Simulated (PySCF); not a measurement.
**C₂H₆: fields and orbitals**

For C₂H₆, the scripts below pull one bond apart with RHF, UHF and CASSCF, analyse its density (charges, bond critical points, surface potential) and see where an electron leaves and enters.

Method: levels as typed in each script, gas phase, geometry from GFN2-xTB; program: PySCF 2.14.0.

## 1. The starting structure

SMILES `CC`, 8 atoms, charge 0, spin multiplicity 1.

Bond lengths: C1–C2 1.521 Å, C1–H3 1.088 Å, C1–H4 1.088 Å, C1–H5 1.088 Å, C2–H6 1.088 Å, C2–H7 1.088 Å, C2–H8 1.088 Å. Angles: C2–C1–H3 110.6°, C2–C1–H4 110.6°, C2–C1–H5 110.6°, H3–C1–H4 108.3°, H3–C1–H5 108.3°, H4–C1–H5 108.3°, C1–C2–H6 110.6°, C1–C2–H7 110.6°, C1–C2–H8 110.6°, H6–C2–H7 108.3°, H6–C2–H8 108.3°, H7–C2–H8 108.3°.

Geometry (Å):

```
C    -0.76071    0.00002    0.00001
C     0.76069    0.00001    0.00000
H    -1.14376    0.38525   -0.94235
H    -1.14354   -1.00896    0.13753
H    -1.14376    0.62351    0.80480
H     1.14374    1.00832   -0.14053
H     1.14373   -0.62584   -0.80296
H     1.14374   -0.38245    0.94348
```

## 2. Stretching a bond (def2-tzvp)

File input.py:

```python
import numpy as np
from pyscf import gto, scf, mcscf

mol = gto.M(atom='''
C     -0.76071     0.00002     0.00001
C      0.76069     0.00001     0.00000
H     -1.14376     0.38525    -0.94235
H     -1.14354    -1.00896     0.13753
H     -1.14376     0.62351     0.80480
H      1.14374     1.00832    -0.14053
H      1.14373    -0.62584    -0.80296
H      1.14374    -0.38245     0.94348
''', basis='def2-tzvp', charge=0, spin=0, verbose=4)
# stretch the bond between atoms 1 and 2, from long to short, fragments rigid
a, b, move = 0, 1, [1, 5, 6, 7]
xyz = mol.atom_coords(unit='Angstrom')
u = xyz[b] - xyz[a]
r0 = np.linalg.norm(u)
rows, last, dm_u = [], None, None
for r in [4.26, 3.34, 2.74, 2.36, 2.05, 1.82, 1.67, 1.52, 1.4]:
    new = xyz.copy()
    new[move] += u / r0 * (r - r0)
    m = mol.set_geom_(new, unit='Angstrom', inplace=False)
    rhf = scf.RHF(m).density_fit(auxbasis='def2-universal-jkfit').run()
    uhf = scf.UHF(m).density_fit(auxbasis='def2-universal-jkfit').newton()
    if dm_u is None:
        c = rhf.mo_coeff
        h = m.nelectron // 2 - 1
        ca, cb = c.copy(), c.copy()
        ca[:, h], cb[:, h] = (c[:, h] + c[:, h + 1]) / 2**.5, (c[:, h] - c[:, h + 1]) / 2**.5
        dm_u = np.array([x[:, :h + 1] @ x[:, :h + 1].T for x in (ca, cb)])
    uhf.kernel(dm0=dm_u)
    for _ in range(3):
        c, _, stable, _ = uhf.stability(return_status=True)
        if stable:
            break
        uhf.kernel(c, uhf.mo_occ)
    dm_u = uhf.make_rdm1()
    mc = mcscf.CASSCF(rhf, 2, 2)
    mc.natorb = True
    mc.fix_spin_(ss=0)
    guess = mcscf.addons.make_natural_orbitals(uhf)[1] if last is None else mcscf.project_init_guess(mc, last.mo_coeff, last.mol)
    mc.kernel(guess)
    last = mc
    act = slice(mc.ncore, mc.ncore + mc.ncas)
    print('r %.3f  RHF %.6f  UHF %.6f  <S^2> %.3f  CASSCF %.6f  occupations' % (r, rhf.e_tot, uhf.e_tot, uhf.spin_square()[0], mc.e_tot), mc.mo_occ[act].round(4))
    rows.append((new, rhf.e_tot, uhf.e_tot, uhf.spin_square()[0], mc.e_tot, mc.mo_occ[act], mc.mo_coeff[:, act], dm_u[0] - dm_u[1], rhf.converged and uhf.converged and mc.converged))
    np.savez('result.npz', **{k: [row[i] for row in rows] for i, k in enumerate('xyz rhf uhf s2 cas occ c spin ok'.split())})
```

Run with:

```sh
> OMP_NUM_THREADS=1 python input.py
```

## 4. Density, bond paths and surface potential (B3LYP/def2-svpd)

File input.py:

```python
import numpy as np
from pyscf import gto, scf, dft
from pyscf.scf import atom_ks, atom_hf
from scipy.linalg import block_diag

def solve(mol, dm0=None, hcore=None):
    mf = (dft.UKS if mol.spin else dft.RKS)(mol, xc='b3lyp')
    mf.grids.level = 3
    mf = mf.density_fit(auxbasis='def2-universal-jkfit')
    mf.conv_tol, mf.max_cycle = 1e-8, 80
    if hcore is not None:
        mf.get_hcore = lambda *args: hcore
    mf.kernel(dm0)
    if not mf.converged:
        mf = mf.newton().run(mf.mo_coeff, mf.mo_occ, max_cycle=30)
    assert mf.converged, 'SCF not converged'
    return mf

mol = gto.M(atom='''
C     -0.76071     0.00002     0.00001
C      0.76069     0.00001     0.00000
H     -1.14376     0.38525    -0.94235
H     -1.14354    -1.00896     0.13753
H     -1.14376     0.62351     0.80480
H      1.14374     1.00832    -0.14053
H      1.14373    -0.62584    -0.80296
H      1.14374    -0.38245     0.94348
''', basis='def2-svpd', charge=0, spin=0, verbose=4)
mf = solve(mol)
mf.analyze()
# spherically averaged free atoms, for the promolecule
atm = atom_ks.get_atm_nrks(mol, xc='b3lyp')
pro = block_diag(*[(atm[a[0]][2] * atm[a[0]][3]) @ atm[a[0]][2].T for a in mol._atom])
np.savez('result.npz', e=mf.e_tot, c=mf.mo_coeff, occ=mf.mo_occ, eps=mf.mo_energy, pro=pro, dip=mf.dip_moment(verbose=0), s2=mf.spin_square()[0])
```

## 6. Removing and adding an electron (HF/def2-tzvp)

File input.py:

```python
import numpy as np
from pyscf import gto, scf, dft
from pyscf.scf import atom_ks, atom_hf
from scipy.linalg import block_diag

def solve(mol, dm0=None, hcore=None):
    mf = scf.UHF(mol) if mol.spin else scf.RHF(mol)
    mf = mf.density_fit(auxbasis='def2-universal-jkfit')
    mf.conv_tol, mf.max_cycle = 1e-8, 80
    if hcore is not None:
        mf.get_hcore = lambda *args: hcore
    mf.kernel(dm0)
    if not mf.converged:
        mf = mf.newton().run(mf.mo_coeff, mf.mo_occ, max_cycle=30)
    assert mf.converged, 'SCF not converged'
    return mf

mol = gto.M(atom='''
C     -0.76071     0.00002     0.00001
C      0.76069     0.00001     0.00000
H     -1.14376     0.38525    -0.94235
H     -1.14354    -1.00896     0.13753
H     -1.14376     0.62351     0.80480
H      1.14374     1.00832    -0.14053
H      1.14373    -0.62584    -0.80296
H      1.14374    -0.38245     0.94348
''', basis='def2-tzvp', charge=0, spin=0, verbose=4)
mf = solve(mol)
out = dict(e0=mf.e_tot, dm0=mf.make_rdm1(), c=mf.mo_coeff, occ=mf.mo_occ, eps=mf.mo_energy)
for name, dq, spin in [('cation', 1, 1), ('anion', -1, 1)]:
    ion = mol.copy().set(charge=mol.charge + dq, spin=spin).build()
    mi = solve(ion)
    if spin and dq > 0 and mol.nao < 130:
        c, _, stable, _ = mi.stability(return_status=True)
        if not stable:
            mi = solve(ion, mi.make_rdm1(c, mi.mo_occ))
    print(name, 'vertical energy change / eV', (mi.e_tot - mf.e_tot) * 27.211386)
    out.update({'e_' + name: mi.e_tot, 'dm_' + name: mi.make_rdm1(), 's2_' + name: mi.spin_square()[0], 'eps_' + name: mi.mo_energy, 'occ_' + name: mi.mo_occ})
# spherically averaged free atoms, for the promolecule
atm = scf.atom_hf.get_atm_nrhf(mol)
pro = block_diag(*[(atm[a[0]][2] * atm[a[0]][3]) @ atm[a[0]][2].T for a in mol._atom])
np.savez('result.npz', pro=pro, **out)
```

(Steps that only read results are left out.)

Before running it: what results should come out? Wanted: dipole moment; HOMO, LUMO.

The runs gave:

```
                                                quantity           value
cost of the stretch to 4.3 Å, CASSCF and RHF (def2-tzvp)  4.1 and 8.2 eV
                         dipole moment (B3LYP/def2-svpd)          0.00 D
                            HOMO, LUMO (B3LYP/def2-svpd)  -9.43, 0.60 eV
```

In words: RHF rises too steeply at long distance, since it keeps both electrons in one orbital and so mixes in ionic fragments. At B3LYP/def2-svpd: The highest Hirshfeld charge is on H3, H4, H5, H6, H7 and H8 (+0.03 e), the lowest on C1 and C2 (−0.10 e). The geometry was not optimised at these levels.
